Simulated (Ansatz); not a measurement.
in.yaml

```yaml
crystal:
  periodic: [false, false, false]
  atoms:
    - {symbol: Al, position_ang: [0.000000, 0.074413, -0.095633]}
    - {symbol: H, position_ang: [0.000000, -1.372409, -0.753982]}
    - {symbol: H, position_ang: [0.420650, -0.309773, 1.656991]}
    - {symbol: H, position_ang: [-0.420650, -0.309773, 1.656991]}
basis:
  gaussian: {orbitals: cc-pVTZ}
magnetization: {spin_polarized: false, initial_magnetization: 4}
correlation: {method: ccsd_t, electrons: outside_noble_gas}
output: {forces: true}
```

```sh
$ ansatz run in.yaml --threads 1 --pin off --events-out ev --progress --plain --max-ram 2393MiB
```

Log:

```
437 factors; integrals over basis functions are off by at most 1.2e-3 eV
mean field evaluation 1: about -6618.5284 eV, gradient 1.1e1 eV
mean field evaluation 2: about -6618.5362 eV, gradient 1.1e1 eV
mean field evaluation 4: about -6620.8009 eV, gradient 1.9e0 eV
mean field evaluation 8: about -6620.8713 eV, gradient 1.3e-3 eV
mean field evaluation 16: about -6620.7893 eV, gradient 1.9e0 eV
mean field evaluation 32: about -6619.5503 eV, gradient 2.9e0 eV
mean field evaluation 64: about -6619.9449 eV, gradient 1.6e-4 eV
mean field evaluation 96: about -6619.5990 eV, gradient 6.3e-4 eV
mean field evaluation 128: about -6617.0865 eV, gradient 4.8e0 eV
mean field evaluation 160: about -6620.8605 eV, gradient 8.6e-1 eV
mean field evaluation 192: about -6617.2628 eV, gradient 1.2e0 eV
mean field -6620.87126404 eV, -243.3125311657 hartree, gradient 2.4e-6 eV, S^2 6.000000; 8 other end points of the search recorded, 0 dependent functions left out
mean field evaluation 224: about -6619.1067 eV, gradient 8.5e0 eV
mean field evaluation 256: about -6619.7636 eV, gradient 7.7e-1 eV
determinant -6620.87126404 eV, -243.3125311657 hartree, with singles and doubles -6622.99341626 eV, -243.3905188215 hartree
determinant -6619.94491399 eV, -243.2784884291 hartree, with singles and doubles -6621.99432735 eV, -243.3538029812 hartree
determinant -6619.59897446 eV, -243.2657753862 hartree, with singles and doubles -6621.66895993 eV, -243.3418459490 hartree
determinant -6617.69970442 eV, -243.1959784994 hartree, with singles and doubles -6619.82589394 eV, -243.2741145230 hartree
5 core orbitals not correlated: weight in the atoms' cores, before any rotation towards them, 1.000 or more for the frozen orbitals, at most 0.000 for the correlated occupied ones
reference -6620.87126404 eV, -243.3125311657 hartree; 5, 1 occupied and 66, 70 virtual orbitals, 437 factors
second order -1.60741556 eV of doubles, -0.01376532 eV of singles
cycle   1  -2.07484480 eV  change   -2.0e-1 eV  update   1.7e-2
cycle   2  -2.08408462 eV  change   -9.2e-3 eV  update   5.9e-3
cycle   3  -2.08765134 eV  change   -3.6e-3 eV  update   2.8e-3
cycle   4  -2.08973397 eV  change   -2.1e-3 eV  update   1.7e-3
cycle   5  -2.09007844 eV  change   -3.4e-4 eV  update   9.3e-4
cycle   6  -2.09019811 eV  change   -1.2e-4 eV  update   5.9e-4
cycle   7  -2.09017270 eV  change    2.5e-5 eV  update   3.5e-4
cycle   8  -2.09012128 eV  change    5.1e-5 eV  update   1.9e-4
cycle   9  -2.09007919 eV  change    4.2e-5 eV  update   7.5e-5
cycle  10  -2.09007710 eV  change    2.1e-6 eV  update   2.6e-5
cycle  11  -2.09007572 eV  change    1.4e-6 eV  update   1.0e-5
cycle  12  -2.09007472 eV  change    1.0e-6 eV  update   3.9e-6
cycle  13  -2.09007441 eV  change    3.1e-7 eV  update   1.4e-6
cycle  14  -2.09007432 eV  change    8.4e-8 eV  update   4.9e-7
cycle  15  -2.09007429 eV  change    3.2e-8 eV  update   1.9e-7
perturbative correction -0.04822487 eV, -0.0017722312 hartree
the calculation of the forces begins
Total energy: -6623.00956320 eV, -243.3911122104 hartree
Atom 0 at     0.000000     0.074413    -0.095633 Å, force    -0.000000     3.644605    -1.361443 eV/Å
Atom 1 at     0.000000    -1.372409    -0.753982 Å, force     0.000000    -2.951661    -1.178014 eV/Å
Atom 2 at     0.420650    -0.309773     1.656991 Å, force    -0.974937    -0.346472     1.269728 eV/Å
Atom 3 at    -0.420650    -0.309773     1.656991 Å, force     0.974937    -0.346472     1.269728 eV/Å
Dipole moment:    -0.000000    -0.362480     0.337920 e Å
```

Forces (eV/Å):
```
Al   0.000  3.645 -1.361
H    0.000 -2.952 -1.178
H   -0.975 -0.346  1.270
H    0.975 -0.346  1.270
```

For the same geometry and basis UCCSDT(Q) lies 19.4 meV lower.

Ran on 1 thread of Arm Neoverse V2, shared host: 11 s wall, 0.38 GiB peak host memory.
